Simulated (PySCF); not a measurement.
Silicon difluoride, SiF2 (singlet state).
InChI=1S/F2Si/c1-3-2

Theory: PBE0-D3(BJ)/def2-TZVP geometry optimisation, gas phase (PySCF).

Take the most abundant isotopes and a rigid rotor. 

(1) What are A, B and C (GHz)?

(2) Classify the top.

(3) Give the coordinates in the principal-axis frame, origin at the centre of mass.

(4) List the rotational levels J(Ka,Kc) to J = 4 (MHz).

(5) Which types of transition are allowed, and where do some lines up to J = 5 fall?

(6) Estimate the classical rotational partition function at 100 K, 298.15 K and 500 K.

Answers

(1) Ia = 16.84, Ib = 57.71, Ic = 74.55 u·Å²; 505379 MHz·u·Å²/I gives 30011, 8757 and 6779 MHz, that is A = 30.011, B = 8.7566, C = 6.7787 GHz.

(2) An asymmetric top: κ = (2 × 8757 − 30011 − 6779)/(30011 − 6779) = -0.83.

(3) The sense of each axis is arbitrary; atoms in the order of the calculation.
```tsv
atom	mass (u)	a (Å)	b (Å)	c (Å)
F1	18.998	-1.233	-0.433	0.000
Si2	27.977	0.000	0.589	0.000
F3	18.998	1.232	-0.434	0.000
```

(4) Above 0(0,0):
J = 1: 1(0,1) 15535, 1(1,1) 36789, 1(1,0) 38767
J = 2: 2(0,2) 46474, 2(1,2) 65882, 2(1,1) 71816, 2(2,1) 135578, 2(2,0) 135709
J = 3: 3(0,3) 92557, 3(1,3) 109441, 3(1,2) 121303, 3(2,2) 182184, 3(2,1) 182838, 3(3,1) 293478, 3(3,0) 293484
J = 4: 4(0,4) 153415, 4(1,4) 167379, 4(1,3) 187119, 4(2,3) 244222, 4(2,2) 246160, 4(3,2) 355867, 4(3,1) 355905, 4(4,1) 511343, 4(4,0) 511343
The levels of one J sum to (2J + 1)J(J + 1)(A + B + C)/3.

(5) The dipole components are |μa| = 0.00 D, |μb| = 1.08 D, |μc| = 0.00 D; the symmetry axis of this C2v structure is b, so μa and μc vanish by symmetry and there are no a-type or c-type lines. Some lines, for components of 0.1 D or more:

```json
{"type": "b", "branch": "Q", "J(Ka,Kc)": "4(1,3) ← 4(0,4)", "MHz": "33705", "lower level (cm⁻¹)": "5.117"}
{"type": "b", "branch": "R", "J(Ka,Kc)": "4(0,4) ← 3(1,3)", "MHz": "43973", "lower level (cm⁻¹)": "3.651"}
{"type": "b", "branch": "R", "J(Ka,Kc)": "2(1,2) ← 1(0,1)", "MHz": "50347", "lower level (cm⁻¹)": "0.518"}
{"type": "b", "branch": "Q", "J(Ka,Kc)": "4(2,2) ← 4(1,3)", "MHz": "59041", "lower level (cm⁻¹)": "6.242"}
{"type": "b", "branch": "Q", "J(Ka,Kc)": "3(2,1) ← 3(1,2)", "MHz": "61535", "lower level (cm⁻¹)": "4.046"}
{"type": "b", "branch": "R", "J(Ka,Kc)": "5(1,5) ← 4(0,4)", "MHz": "86174", "lower level (cm⁻¹)": "5.117"}
{"type": "b", "branch": "R", "J(Ka,Kc)": "2(2,1) ← 1(1,0)", "MHz": "96811", "lower level (cm⁻¹)": "1.293"}
{"type": "b", "branch": "Q", "J(Ka,Kc)": "4(3,2) ← 4(2,3)", "MHz": "111645", "lower level (cm⁻¹)": "8.146"}
{"type": "b", "branch": "R", "J(Ka,Kc)": "4(2,3) ← 3(1,2)", "MHz": "122919", "lower level (cm⁻¹)": "4.046"}
{"type": "b", "branch": "Q", "J(Ka,Kc)": "5(4,2) ← 5(3,3)", "MHz": "155371", "lower level (cm⁻¹)": "14.475"}
{"type": "b", "branch": "Q", "J(Ka,Kc)": "5(5,0) ← 5(4,1)", "MHz": "199914", "lower level (cm⁻¹)": "19.657"}
{"type": "b", "branch": "Q", "J(Ka,Kc)": "5(5,1) ← 5(4,2)", "MHz": "199915", "lower level (cm⁻¹)": "19.657"}
```

(6) Point group C2v, symmetry number σ = 2; q = (√π/σ)·√((kT/h)³/(ABC)), k/h = 20836.6 MHz/K: 2000 at 100 K, 10300 at 298.15 K, 22300 at 500 K.

Stationary, but not proved a minimum. Zero-point vibration and centrifugal distortion are left out.
